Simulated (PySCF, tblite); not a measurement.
**CH3Cl, a small molecule taken as a stand-in for a surface group (C site with back bonds Cl, [H], [H]): NMR shifts, core binding energies and electronic excitations**

Aim: the NMR shifts, core binding energies and electronic excitations of `CCl`.

Programs: tblite 0.8.0 and PySCF 2.14.0. All values are calculated, for the isolated system unless a continuum is named. Atoms count from 0, parts from 1.

## 1. Starting point

5 atoms, charge 0, multiplicity 1; geometry: distance geometry start.

## 2. Relaxing the cluster with GFN2-xTB

The job: settings as JSON, then the geometry in Å.

```
{"job": {"kind": "relax", "xc": "GFN2-xTB", "basis": "xTB"}, "charge": 0, "multiplicity": 1}
C     -0.145119    -0.043573    -0.019426
Cl     1.624088     0.010548     0.025903
H     -0.495632    -0.480827     0.946292
H     -0.496306    -0.573034    -0.902756
H     -0.497737     1.051273    -0.055159
```

Level: GFN2-xTB geometry optimisation, gas phase.

Launch:

```console
$ OMP_NUM_THREADS=1 python cluster_run.py task.json out
```

One launch serves the whole session: the jobs run in the order shown.

**Question.** The jobs that follow are: PBE0-D3(BJ)/def2-SVP geometry optimisation, gas phase; GIAO PBE0/pcSseg-2 NMR shielding, non-relativistic, gas phase; delta-SCF UKS SCAN, pcX-2 on the ionised atom, pcseg-1 elsewhere, spin-free X2C; TDDFT CAM-B3LYP/def2-SVPD, vertical, gas phase, core orbitals frozen in the response. Predict: point group; rotational constants (main isotopes); ¹³C shifts against TMS (PBE0/pcSseg-2); ¹H shifts against TMS (PBE0/pcSseg-2, means over atoms taken as alike); ³⁵Cl shifts against HCl (PBE0/pcSseg-2); surface potential, 1st and 99th percentile; C1s binding energies, SCAN/pcX-2; Cl2p binding energies, SCAN/pcX-2; lowest singlet (CAM-B3LYP/def2-SVPD); brightest single state of those computed; lowest triplet; vertical ionisation energy (ΔSCF).

**Answer**, as computed:

```
                                                              quantity                        value
                                                           point group                          C3v
                                  rotational constants (main isotopes)     155.54, 13.37, 13.37 GHz
                                ¹³C shifts against TMS (PBE0/pcSseg-2)                     30.5 ppm
¹H shifts against TMS (PBE0/pcSseg-2, means over atoms taken as alike)                     2.98 ppm
                               ³⁵Cl shifts against HCl (PBE0/pcSseg-2)                        7 ppm
                                 surface potential, 1st and 99th percentile           -0.70 V and 1.19 V
                                      C1s binding energies, SCAN/pcX-2                 C0 292.64 eV
                                     Cl2p binding energies, SCAN/pcX-2                Cl1 206.81 eV
                                  lowest singlet (CAM-B3LYP/def2-SVPD)  7.38 eV (168 nm), f = 0.004
                              brightest single state of those computed  state 4, 8.17 eV, f = 0.020
                                                        lowest triplet                      6.69 eV
                                     vertical ionisation energy (ΔSCF)                     11.42 eV
```

Relaxing lowered the energy by 0.033 eV in 3 steps; the close pair that moved most is C0–Cl1, from 1.751 to 1.775 Å (PBE0/def2-SVP). At PBE0/pcSseg-2: The largest span, 251 ppm, is at Cl1, where the paramagnetic term is -212 ppm. The lowest singlet, at 7.38 eV, is HOMO→LUMO 0.69, HOMO→LUMO+1 0.23 and is weak; of the 6 states computed, the strongest absorption comes from states 3 to 4 together at 8.17 eV. The lowest triplet lies 0.69 eV below the lowest singlet (triplets in Tamm-Dancoff, singlets in full TDDFT). ΔSCF puts the ionisation energy at 11.42 eV, 1.47 eV above −ε(HOMO).
